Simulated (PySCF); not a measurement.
Match the calculated data to a structure.

All candidates are C4H7N.

| technique | computed result |
| --- | --- |
| Rotational structure | rotational constants A, B, C: 10.983, 4.803, 3.564 GHz [GFN2-xTB] |
| 13C NMR | chemical shifts (computed TMS as zero) by class: 184.1 (1 C), 39.5 (1 C), 39.3 (1 C), 11.4 (1 C) ppm [GIAO PBE0/pcSseg-1] |
| Dipole | 2.38 D [CAM-B3LYP/def2-SVPD] |
| Polarisability | 53.1 au [CAM-B3LYP/def2-SVPD] |
| Couplings | largest of the computed one-bond spin–spin couplings (means over like bonds): 13C–1H +141.7 (×2), 13C–1H +139.6 (×2), 13C–1H +138.7 (×2), 15N–1H -54.6, 13C–13C +40.8, 13C–13C +30.3, 13C–13C +30.1, 13C–13C +28.2 Hz [B3LYP/pcJ-1, spin–dipole term left out for some pairs] |
| Triplet | lowest triplet excitation (Tamm–Dancoff): 4.46 eV [TDA CAM-B3LYP/def2-SVPD] |

Electronic properties: PySCF, gas phase, density fitting. Levels stand in brackets. Geometry: GFN2-xTB; no solvent, vibrations or thermal averaging. NMR values are class means; diastereotopic atoms form classes of their own.

**Question.** Which candidate is it?
A. `N=C1CCC1`
B. `C=C1C[C@@H]1N`
C. `N[C@@H]1[C@H]2C[C@@H]12`
D. `CCCC#N`
E. `N[C@@H]1C=CC1`

**Answer.** A. It is `N=C1CCC1`. Numbering: `[NH:1]=[C:2]1[CH2:3][CH2:4][CH2:5]1`. Its formula, C4H7N, gives 2 degrees of unsaturation: 1 ring and 1 π bond in the structure found. 4 carbons fall into 4 classes; from least to most shielded: imine carbon [C2] (184.1 ppm), four-membered-ring carbon [C3] (39.5 ppm), four-membered-ring carbon [C5] (39.3 ppm), four-membered-ring carbon [C4] (11.4 ppm). The couplings run between: +141.7 Hz, four-membered-ring carbon [C4] and its hydrogen (with 1 like pair); +139.6 Hz, four-membered-ring carbon [C5] and its hydrogen (with 1 like pair); +138.7 Hz, four-membered-ring carbon [C3] and its hydrogen (with 1 like pair); -54.6 Hz, imine nitrogen [N1] and its hydrogen; +40.8 Hz, imine carbon [C2] and four-membered-ring carbon [C5]; +30.3 Hz, four-membered-ring carbon [C3] and four-membered-ring carbon [C4]; +30.1 Hz, four-membered-ring carbon [C4] and four-membered-ring carbon [C5]; +28.2 Hz, imine carbon [C2] and four-membered-ring carbon [C3]. The optimised geometry has point group Cs and is an asymmetric top.

The others, at the same levels:
- `N[C@@H]1C=CC1` fails: its computed 13C shifts are 149.8 (1 C), 145.5 (1 C), 59.0 (1 C), 47.4 (1 C) ppm and smallest rotational constant is 3.834 GHz (against 3.564 GHz).
- `CCCC#N` fails: its computed 13C shifts are 124.0 (1 C), 24.2 (1 C), 19.7 (1 C), 15.4 (1 C) ppm, lowest triplet excitation (Tamm–Dancoff) is 6.53 eV (against 4.46 eV) and static isotropic polarisability is 51.4 au (against 53.1 au).
- `N[C@@H]1[C@H]2C[C@@H]12` fails: it has 3 carbon classes against 4; its computed 13C shifts are 55.5 (1 C), 19.3 (1 C), 3.9 (2 C) ppm, rotational constant A is 15.986 GHz (against 10.983 GHz) and smallest rotational constant is 3.788 GHz (against 3.564 GHz).
- `C=C1C[C@@H]1N` fails: its computed 13C shifts are 145.5 (1 C), 110.6 (1 C), 31.1 (1 C), 16.3 (1 C) ppm, static isotropic polarisability is 56.9 au (against 53.1 au) and rotational constant A is 9.750 GHz (against 10.983 GHz).

Each candidate is one conformer, not necessarily the lowest. The conformers computed, where there is a choice (atom-mapped SMILES and torsion angles):
- `[NH2:1][C@@H:2]1[CH:3]=[CH:4][CH2:5]1`: H–N1–C2–C3 49°, H–N1–C2–C3 169°
- `[CH3:1][CH2:2][CH2:3][C:4]#[N:5]`: C1–C2–C3–C4 -64°
- `[NH2:1][C@@H:2]1[C@H:3]2[CH2:4][C@@H:5]12`: H–N1–C2–C3 -90°, H–N1–C2–C3 31°
- `[CH2:1]=[C:2]1[CH2:3][C@@H:4]1[NH2:5]`: H–N5–C4–C3 -148°, H–N5–C4–C3 92°
